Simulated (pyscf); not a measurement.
PySCF, gas phase, ωB97X-D3(BJ)/def2-SVP geometries.

### Question
For the elementary gas-phase step `[PH2][InH2]` -> `[PH]=[InH]` + `[H][H]` (singlet surface; H–P, H–In broken, H–H formed), what barrier and reaction energy does PBE/def2-TZVP give, measured from the reactant's lowest minimum found?

### Answer
ΔE‡ = 202.6 kJ/mol, ΔE = +92.0 kJ/mol. ωB97M-D3(BJ)/def2-TZVP gives 251.4 kJ/mol and +119.1 kJ/mol. Zero-point energy shifts the barrier by -8.7 kJ/mol. It is an elimination, with an imaginary mode of 1704i cm⁻¹. At the saddle there is also a short H–In contact that neither side keeps. The same reactants have a lower exit, to PH₃ + InH [singlet] (barrier +219.6 kJ/mol at ωB97M-D3(BJ)/def2-TZVP, against +251.4 kJ/mol here). HP=InH lies 119.6 kJ/mol over its isomer H₂P–In [singlet] (electronic energy, ωB97M-D3(BJ)/def2-TZVP). One saddle was located; it need not be the lowest between these sides. Elements past Kr carry the def2 core potentials, without spin-orbit coupling.
